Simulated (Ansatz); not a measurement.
# CHS (thioformyl radical): where methods fail along a bond

The species is CHS (3 atoms), meant as a doublet with charge 0. SMILES: `[CH]=S`. The coordinates come from a GFN2-xTB relaxation.

```xyz
3

C    -0.1625    0.3693   -0.0459
S     1.1312   -0.2333    0.5945
H    -0.9687   -0.1360   -0.5486
```

The C1–S2 distance is scanned; the parts on either side stay rigid. Basis STO-3G, 6 core orbitals frozen in the correlated methods; program Ansatz 0.2.0. FCI is exact within this basis and core. Energies in eV from each method's value at 1.564 Å; open shells run as named; a dash marks a point that is missing or didn't converge. The shape above is that at 1.564 Å.

```tsv
distance (Å)	UBLYP	UB3LYP	UBHLYP	UHSE06	UBCCD(T)	FCI
1.564	0.00	0.00	0.00	0.00	0.00	0.00
1.955	1.81	2.06	1.93	2.15	1.76	1.68
2.346	4.50	4.67	4.51	4.80	4.18	4.14
3.129	6.76	6.68	5.95	6.85	5.83	5.87
3.911	7.24	6.89	6.06	7.04	–	5.98
```

Departure from the FCI curve at its largest: UBLYP +1.26 eV at 3.91 Å; UB3LYP +0.91 eV at 3.91 Å; UBHLYP +0.37 eV at 2.35 Å; UHSE06 +1.06 eV at 3.91 Å; UBCCD(T) +0.08 eV at 1.96 Å. For the functionals part of the departure is owed to the small basis.
